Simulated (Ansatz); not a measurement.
Working through a ladder of basis sets of NaS (charge +1)

With the Python package of Ansatz (0.2.0).

Contents of `nas.xyz`:
```text
2

Na    0.00000    0.00000    0.00000
S     0.00000    0.00000    2.66000
```

Run as a notebook:

**Cell 1**
```python
import ansatz as az
```

**Cell 2**
```python
mol = az.Crystal.molecule_from_extxyz("nas.xyz")

setup = mol.calculation()
setup = setup.functional("pbe0", dispersion="d3bj")
setup = setup.charge(1)
setup = setup.spin("collinear", total=2)
```

**Cell 3**
```python
energies = {}
for basis in ["STO-3G", "6-31G", "6-31G*", "def2-SVP", "def2-SVPD", "def2-TZVP", "def2-TZVPP"]:
    data = setup.basis(gaussian=basis).run(threads=1).report
    size = data["n_frozen"] + data["n_occupied"][0] + data["n_virtual"][0]
    energies[basis] = (data["reference_energy_ev"] / 27.211386246, data["free_energy_ev"] / 27.211386246)
    print(f"{basis:14s} {size:4d} orbitals  reference {energies[basis][0]:14.6f} Ha  total {energies[basis][1]:14.6f} Ha")
```
Output:
```text
STO-3G           18 orbitals  reference    -553.647644 Ha  total    -553.648480 Ha
6-31G            26 orbitals  reference    -559.927287 Ha  total    -559.928123 Ha
6-31G*           38 orbitals  reference    -559.935814 Ha  total    -559.936650 Ha
def2-SVP         33 orbitals  reference    -559.781742 Ha  total    -559.782578 Ha
def2-SVPD        45 orbitals  reference    -559.786159 Ha  total    -559.786995 Ha
def2-TZVP        69 orbitals  reference    -559.973867 Ha  total    -559.974703 Ha
def2-TZVPP       74 orbitals  reference    -559.973943 Ha  total    -559.974779 Ha
```

**Cell 4**
```python
last = energies["def2-TZVPP"][1]
for basis, (_, total) in energies.items():
    print(f"{basis:14s} lies {27.211386 * (total - last):9.4f} eV above def2-TZVPP")
```
Output:
```text
STO-3G         lies  172.1474 eV above def2-TZVPP
6-31G          lies    1.2696 eV above def2-TZVPP
6-31G*         lies    1.0375 eV above def2-TZVPP
def2-SVP       lies    5.2301 eV above def2-TZVPP
def2-SVPD      lies    5.1099 eV above def2-TZVPP
def2-TZVP      lies    0.0021 eV above def2-TZVPP
def2-TZVPP     lies    0.0000 eV above def2-TZVPP
```

Against STO-3G: 6-31G -6279.6 mHa, 6-31G* -6288.2 mHa, def2-SVP -6134.1 mHa, def2-SVPD -6138.5 mHa, def2-TZVP -6326.2 mHa and def2-TZVPP -6326.3 mHa. The last step alone is -0.08 mHa (these two sets differ little on atoms other than hydrogen). From the first set to the last the time grows from 0.6 to 2.8 s.

Reading the output:
- These settings explore the input space; basis and method may be short of convergence.
- The geometry is a force-field or estimated start, not a minimum of this method, and the last set is no limit. Much of the fall in a total is atomic energy, which cancels in bond and reaction energies.
- The species is open-shell (spin multiplicity 3).
- Total less reference energy is the dispersion correction.
- Totals across families of basis sets mostly measure their core functions.
- The spin state was assumed, and another may lie lower.
- The whole script took 11 s on 1 thread of Arm Neoverse V2, with other jobs on the host, peak memory 0.21 GiB.
